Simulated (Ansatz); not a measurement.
Ansatz (a program for electronic structure) input (HF/3-21G): The .json file is the Basis Set Exchange's 3-21G.

Ansatz 0.2 input:
```yaml
crystal:
  periodic: [false, false, false]
  atoms:
    - {symbol: C, position_ang: [0.00156273, 0.06456582, 0.37724310]}
    - {symbol: H, position_ang: [0.00444884, -0.03056665, 1.48069300]}
    - {symbol: C, position_ang: [0.00824888, 1.50135686, -0.21068777]}
    - {symbol: H, position_ang: [-0.86663432, 2.03394704, 0.22397872]}
    - {symbol: H, position_ang: [0.89209123, 2.02351234, 0.21847911]}
    - {symbol: C, position_ang: [1.25166643, -0.69690324, -0.12298301]}
    - {symbol: H, position_ang: [1.26332544, -0.65262995, -1.20650671]}
    - {symbol: H, position_ang: [2.15332449, -0.21010310, 0.24129681]}
    - {symbol: H, position_ang: [1.26886585, -1.73968250, 0.20359185]}
    - {symbol: C, position_ang: [-1.26059217, -0.68199775, -0.11512706]}
    - {symbol: H, position_ang: [-1.27850096, -0.63754903, -1.19855830]}
    - {symbol: H, position_ang: [-1.28812100, -1.72451163, 0.21158766]}
    - {symbol: H, position_ang: [-2.15411478, -0.18454661, 0.25476637]}
basis:
  gaussian:
    orbitals: 3-21G.json
hamiltonian:
  xc: {name: HF}
total_charge: -1
phonons: {temperatures: {t_min: 298.15, t_max: 298.15, t_step: 100}}
```

Output:

```
WARN ansatz: RAYON_NUM_THREADS=1 ignored (pool sized by the plan → 1); use --threads N
Functional definition: HF
integrals: 0.01 GiB planned
748 factors; integrals over basis functions are off by at most 5.2e-4 eV
mean field: 0.12 GiB planned
mean field evaluation 1: about -4234.7367 eV, gradient 2.6e1 eV
mean field evaluation 2: about -4234.9968 eV, gradient 2.6e1 eV
mean field evaluation 4: about -4237.0536 eV, gradient 2.5e0 eV
mean field evaluation 8: about -4237.0783 eV, gradient 2.9e-4 eV
mean field -4237.07832776 eV, -155.7097565503 hartree, gradient 2.7e-5 eV, S^2 0.000000; 0 other end points of the search recorded, 0 dependent functions left out
the calculation of the forces begins
reference -4237.07832776 eV, -155.7097565503 hartree; 17, 17 occupied and 37, 37 virtual orbitals, 748 factors
these checks for a lower state are left out or cut short: stability, starts, cluster_reference, orbital_swaps, neighbouring_geometries, increment
integrals: 0.01 GiB planned
748 factors; integrals over basis functions are off by at most 5.2e-4 eV
mean field: 0.12 GiB planned
mean field evaluation 16: about -4237.0782 eV, gradient 5.8e-4 eV
mean field -4237.07818913 eV, -155.7097514560 hartree, gradient 1.8e-6 eV, S^2 0.000000; 0 other end points of the search recorded, 0 dependent functions left out
the calculation of the forces begins
reference -4237.07818913 eV, -155.7097514560 hartree; 17, 17 occupied and 37, 37 virtual orbitals, 748 factors
these checks for a lower state are left out or cut short: stability, starts, cluster_reference, orbital_swaps, neighbouring_geometries, increment
integrals: 0.01 GiB planned
748 factors; integrals over basis functions are off by at most 5.2e-4 eV
mean field: 0.12 GiB planned
mean field evaluation 32: about -4237.0782 eV, gradient 1.8e-6 eV
mean field -4237.07819442 eV, -155.7097516500 hartree, gradient 1.8e-6 eV, S^2 0.000000; 0 other end points of the search recorded, 0 dependent functions left out
the calculation of the forces begins
reference -4237.07819442 eV, -155.7097516500 hartree; 17, 17 occupied and 37, 37 virtual orbitals, 748 factors
these checks for a lower state are left out or cut short: stability, starts, cluster_reference, orbital_swaps, neighbouring_geometries, increment
integrals: 0.01 GiB planned
748 factors; integrals over basis functions are off by at most 5.2e-4 eV
mean field: 0.12 GiB planned
mean field -4237.07817091 eV, -155.7097507862 hartree, gradient 1.8e-6 eV, S^2 0.000000; 0 other end points of the search recorded, 0 dependent functions left out
the calculation of the forces begins
reference -4237.07817091 eV, -155.7097507862 hartree; 17, 17 occupied and 37, 37 virtual orbitals, 748 factors
these checks for a lower state are left out or cut short: stability, starts, cluster_reference, orbital_swaps, neighbouring_geometries, increment
integrals: 0.01 GiB planned
748 factors; integrals over basis functions are off by at most 5.2e-4 eV
mean field: 0.12 GiB planned
mean field -4237.07816720 eV, -155.7097506500 hartree, gradient 1.8e-6 eV, S^2 0.000000; 0 other end points of the search recorded, 0 dependent functions left out
the calculation of the forces begins
reference -4237.07816720 eV, -155.7097506500 hartree; 17, 17 occupied and 37, 37 virtual orbitals, 748 factors
these checks for a lower state are left out or cut short: stability, starts, cluster_reference, orbital_swaps, neighbouring_geometries, increment
integrals: 0.01 GiB planned
748 factors; integrals over basis functions are off by at most 5.2e-4 eV
mean field: 0.12 GiB planned
mean field -4237.07831083 eV, -155.7097559282 hartree, gradient 1.8e-6 eV, S^2 0.000000; 0 other end points of the search recorded, 0 dependent functions left out
the calculation of the forces begins
reference -4237.07831083 eV, -155.7097559282 hartree; 17, 17 occupied and 37, 37 virtual orbitals, 748 factors
these checks for a lower state are left out or cut short: stability, starts, cluster_reference, orbital_swaps, neighbouring_geometries, increment
integrals: 0.01 GiB planned
748 factors; integrals over basis functions are off by at most 5.2e-4 eV
mean field: 0.12 GiB planned
mean field evaluation 64: about -4237.0783 eV, gradient 5.8e-4 eV
mean field -4237.07830746 eV, -155.7097558042 hartree, gradient 1.8e-6 eV, S^2 0.000000; 0 other end points of the search recorded, 0 dependent functions left out
the calculation of the forces begins
reference -4237.07830746 eV, -155.7097558042 hartree; 17, 17 occupied and 37, 37 virtual orbitals, 748 factors
these checks for a lower state are left out or cut short: stability, starts, cluster_reference, orbital_swaps, neighbouring_geometries, increment
integrals: 0.01 GiB planned
748 factors; integrals over basis functions are off by at most 5.2e-4 eV
[...]
mean field: 0.12 GiB planned
mean field -4237.07824945 eV, -155.7097536726 hartree, gradient 1.8e-6 eV, S^2 0.000000; 0 other end points of the search recorded, 0 dependent functions left out
the calculation of the forces begins
reference -4237.07824945 eV, -155.7097536726 hartree; 17, 17 occupied and 37, 37 virtual orbitals, 748 factors
these checks for a lower state are left out or cut short: stability, starts, cluster_reference, orbital_swaps, neighbouring_geometries, increment
integrals: 0.01 GiB planned
748 factors; integrals over basis functions are off by at most 5.2e-4 eV
mean field: 0.12 GiB planned
mean field -4237.07824618 eV, -155.7097535523 hartree, gradient 1.8e-6 eV, S^2 0.000000; 0 other end points of the search recorded, 0 dependent functions left out
the calculation of the forces begins
reference -4237.07824618 eV, -155.7097535523 hartree; 17, 17 occupied and 37, 37 virtual orbitals, 748 factors
these checks for a lower state are left out or cut short: stability, starts, cluster_reference, orbital_swaps, neighbouring_geometries, increment
integrals: 0.01 GiB planned
748 factors; integrals over basis functions are off by at most 5.2e-4 eV
mean field: 0.12 GiB planned
mean field -4237.07829092 eV, -155.7097551964 hartree, gradient 1.8e-6 eV, S^2 0.000000; 0 other end points of the search recorded, 0 dependent functions left out
the calculation of the forces begins
reference -4237.07829092 eV, -155.7097551964 hartree; 17, 17 occupied and 37, 37 virtual orbitals, 748 factors
these checks for a lower state are left out or cut short: stability, starts, cluster_reference, orbital_swaps, neighbouring_geometries, increment
integrals: 0.01 GiB planned
748 factors; integrals over basis functions are off by at most 5.2e-4 eV
mean field: 0.12 GiB planned
mean field evaluation 320: about -4237.0783 eV, gradient 3.0e-3 eV
mean field -4237.07829002 eV, -155.7097551635 hartree, gradient 1.8e-6 eV, S^2 0.000000; 0 other end points of the search recorded, 0 dependent functions left out
the calculation of the forces begins
reference -4237.07829002 eV, -155.7097551635 hartree; 17, 17 occupied and 37, 37 virtual orbitals, 748 factors
these checks for a lower state are left out or cut short: stability, starts, cluster_reference, orbital_swaps, neighbouring_geometries, increment
integrals: 0.01 GiB planned
748 factors; integrals over basis functions are off by at most 5.2e-4 eV
mean field: 0.12 GiB planned
mean field -4237.07829912 eV, -155.7097554979 hartree, gradient 1.8e-6 eV, S^2 0.000000; 0 other end points of the search recorded, 0 dependent functions left out
the calculation of the forces begins
reference -4237.07829912 eV, -155.7097554979 hartree; 17, 17 occupied and 37, 37 virtual orbitals, 748 factors
these checks for a lower state are left out or cut short: stability, starts, cluster_reference, orbital_swaps, neighbouring_geometries, increment
integrals: 0.01 GiB planned
748 factors; integrals over basis functions are off by at most 5.2e-4 eV
mean field: 0.12 GiB planned
mean field -4237.07829974 eV, -155.7097555207 hartree, gradient 1.8e-6 eV, S^2 0.000000; 0 other end points of the search recorded, 0 dependent functions left out
the calculation of the forces begins
reference -4237.07829974 eV, -155.7097555207 hartree; 17, 17 occupied and 37, 37 virtual orbitals, 748 factors
these checks for a lower state are left out or cut short: stability, starts, cluster_reference, orbital_swaps, neighbouring_geometries, increment
integrals: 0.01 GiB planned
748 factors; integrals over basis functions are off by at most 5.2e-4 eV
mean field: 0.12 GiB planned
mean field -4237.07830888 eV, -155.7097558564 hartree, gradient 1.8e-6 eV, S^2 0.000000; 0 other end points of the search recorded, 0 dependent functions left out
the calculation of the forces begins
reference -4237.07830888 eV, -155.7097558564 hartree; 17, 17 occupied and 37, 37 virtual orbitals, 748 factors
these checks for a lower state are left out or cut short: stability, starts, cluster_reference, orbital_swaps, neighbouring_geometries, increment
integrals: 0.01 GiB planned
748 factors; integrals over basis functions are off by at most 5.2e-4 eV
mean field: 0.12 GiB planned
mean field evaluation 352: about -4236.8024 eV, gradient 4.8e-1 eV
mean field -4237.07830981 eV, -155.7097558907 hartree, gradient 1.8e-6 eV, S^2 0.000000; 0 other end points of the search recorded, 0 dependent functions left out
the calculation of the forces begins
reference -4237.07830981 eV, -155.7097558907 hartree; 17, 17 occupied and 37, 37 virtual orbitals, 748 factors
these checks for a lower state are left out or cut short: stability, starts, cluster_reference, orbital_swaps, neighbouring_geometries, increment
integrals: 0.01 GiB planned
748 factors; integrals over basis functions are off by at most 5.2e-4 eV
mean field: 0.12 GiB planned
mean field -4237.07823021 eV, -155.7097529654 hartree, gradient 1.8e-6 eV, S^2 0.000000; 0 other end points of the search recorded, 0 dependent functions left out
the calculation of the forces begins
reference -4237.07823021 eV, -155.7097529654 hartree; 17, 17 occupied and 37, 37 virtual orbitals, 748 factors
these checks for a lower state are left out or cut short: stability, starts, cluster_reference, orbital_swaps, neighbouring_geometries, increment
integrals: 0.01 GiB planned
748 factors; integrals over basis functions are off by at most 5.2e-4 eV
mean field: 0.12 GiB planned
mean field -4237.07823133 eV, -155.7097530066 hartree, gradient 1.8e-6 eV, S^2 0.000000; 0 other end points of the search recorded, 0 dependent functions left out
the calculation of the forces begins
reference -4237.07823133 eV, -155.7097530066 hartree; 17, 17 occupied and 37, 37 virtual orbitals, 748 factors
these checks for a lower state are left out or cut short: stability, starts, cluster_reference, orbital_swaps, neighbouring_geometries, increment
integrals: 0.01 GiB planned
748 factors; integrals over basis functions are off by at most 5.2e-4 eV
mean field: 0.12 GiB planned
mean field evaluation 384: about -4237.0783 eV, gradient 1.8e-6 eV
mean field -4237.07830166 eV, -155.7097555911 hartree, gradient 1.8e-6 eV, S^2 0.000000; 0 other end points of the search recorded, 0 dependent functions left out
the calculation of the forces begins
reference -4237.07830166 eV, -155.7097555911 hartree; 17, 17 occupied and 37, 37 virtual orbitals, 748 factors
these checks for a lower state are left out or cut short: stability, starts, cluster_reference, orbital_swaps, neighbouring_geometries, increment
integrals: 0.01 GiB planned
748 factors; integrals over basis functions are off by at most 5.2e-4 eV
mean field: 0.12 GiB planned
mean field -4237.07830221 eV, -155.7097556112 hartree, gradient 1.8e-6 eV, S^2 0.000000; 0 other end points of the search recorded, 0 dependent functions left out
the calculation of the forces begins
reference -4237.07830221 eV, -155.7097556112 hartree; 17, 17 occupied and 37, 37 virtual orbitals, 748 factors
Total energy: -4237.07832776 eV, -155.7097565503 hartree
Atom 0 at     0.001563     0.064566     0.377243 Å, force    -0.000003    -0.000991     0.001036 eV/Å
Atom 1 at     0.004449    -0.030567     1.480693 Å, force     0.000003     0.000673    -0.000247 eV/Å
Atom 2 at     0.008249     1.501357    -0.210688 Å, force     0.000006     0.000320     0.001312 eV/Å
Atom 3 at    -0.866634     2.033947     0.223979 Å, force     0.000084     0.000085    -0.000509 eV/Å
Atom 4 at     0.892091     2.023512     0.218479 Å, force    -0.000086     0.000086    -0.000508 eV/Å
Atom 5 at     1.251666    -0.696903    -0.122983 Å, force    -0.000451    -0.000180    -0.000237 eV/Å
Atom 6 at     1.263325    -0.652630    -1.206507 Å, force     0.000055    -0.000044    -0.000091 eV/Å
Atom 7 at     2.153324    -0.210103     0.241297 Å, force     0.000546     0.000182    -0.000114 eV/Å
Atom 8 at     1.268866    -1.739683     0.203592 Å, force    -0.000188    -0.000044    -0.000101 eV/Å
Atom 9 at    -1.260592    -0.681998    -0.115127 Å, force     0.000447    -0.000186    -0.000240 eV/Å
Atom 10 at    -1.278501    -0.637549    -1.198558 Å, force    -0.000056    -0.000043    -0.000090 eV/Å
Atom 11 at    -1.288121    -1.724512     0.211588 Å, force     0.000187    -0.000047    -0.000102 eV/Å
Atom 12 at    -2.154115    -0.184547     0.254766 Å, force    -0.000544     0.000188    -0.000111 eV/Å
Dipole moment:    -0.005011    -1.015017     0.323340 e Å
Vibrations: 233.98 287.56 331.45 394.00 406.85 490.01 791.85 874.69 986.48 1015.11 1027.53 1090.86 1195.81 1296.58 1327.53 1433.98 1506.70 1516.61 1531.08 1632.15 1651.53 1659.92 1663.68 1685.71 2866.17 2892.92 2918.09 3106.85 3120.26 3186.81 3191.67 3236.51 3243.91 cm⁻¹, zero-point energy 3.334854 eV
```

The blocks after the first are displaced geometries, from whose forces the wavenumbers follow.

The dipole moment of an ion depends on the origin.
